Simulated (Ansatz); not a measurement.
# C3H6S2, SMILES S=CCCS: a ladder of methods at one geometry

Program: Ansatz 0.2.0 through its Python package.

Notebook, run cell by cell (the value of a cell's last expression is shown):

```python
from pathlib import Path

import ansatz as az
import numpy as np

BASIS = 'def2-SVP'
```

```python
mol = (
    az.Crystal.molecule()
    .atom('S', [-1.3408, 1.6871, 1.6887])
    .atom('C', [-0.5748, 0.3284, 1.2637])
    .atom('C', [0.6276, 0.3513, 0.3757])
    .atom('C', [0.4199, -0.0336, -1.0535])
    .atom('S', [-0.1019, -1.8073, -1.2323])
    .atom('H', [-0.9221, -0.6461, 1.5916])
    .atom('H', [1.4282, -0.3259, 0.8335])
    .atom('H', [1.1419, 1.3701, 0.3845])
    .atom('H', [1.2362, 0.1416, -1.6276])
    .atom('H', [-0.4675, 0.5624, -1.4348])
    .atom('H', [-1.3815, -1.6851, -0.7689])
)
```

```python
model = mol.calculation().basis(gaussian=BASIS)
```

```python
print('functional    E (Ha)        dipole (D)   HOMO (eV)  LUMO (eV)')
for name in ['pbe', 'hse06', 'blyp', 'r2scan', 'r2scan0', 'pbe0']:
    data = model.functional(name).forces().orbitals().run(threads=1, backend='cpu', runs_dir='runs').report
    lines = Path(data['orbitals_path']).read_text().splitlines()
    field_of = lambda key: [line.split('=')[1].strip() for line in lines if line.startswith(key)]
    orbitals = [(27.211386 * float(e), s, float(n)) for e, s, n in zip(field_of('Ene='), field_of('Spin='), field_of('Occup='))]
    homo = max(e for e, _, n in orbitals if n > 0.5)
    lumo = min(e for e, _, n in orbitals if n < 0.5)
    dipole = 4.803205 * np.linalg.norm(data['charge_distribution']['dipole_moment_e_ang'])
    print(f'{name:10s} {data["free_energy_ev"] / 27.211386246:14.6f} {dipole:9.3f} {homo:11.3f} {lumo:10.3f}')
```

    functional    E (Ha)        dipole (D)   HOMO (eV)  LUMO (eV)
    pbe           -913.428529     0.848      -5.148     -3.216
    hse06         -913.490905     0.871      -6.059     -2.701
    blyp          -913.855669     0.842      -4.922     -2.972
    r2scan        -913.806495     0.928      -5.465     -3.198
    r2scan0       -913.786100     0.917      -6.651     -2.305
    pbe0          -913.512699     0.872      -6.464     -2.318

Caveats:
- These settings explore the input space; basis and method may be short of convergence.
- The geometry is a force-field or estimated start, not a minimum of this method, and the basis set is short of its limit. A lower total doesn't mark the better method: functionals have no common bound, and MP2 and coupled cluster aren't variational.
- Levels such as HOMO and LUMO are orbital energies: with these approximate functionals they aren't the ionisation energy and electron affinity, and their gap isn't the fundamental gap.
- hse06 follows the composition of plane-wave codes, whose totals differ by tens of mHa, up to about 0.1 Ha, from the form usual in Gaussian-basis programs (wpbeh).
- Hardware and time: 19 s on 1 thread of Intel(R) Xeon(R) 6975P-C (Granite Rapids) (shared host), peak memory 0.33 GiB.
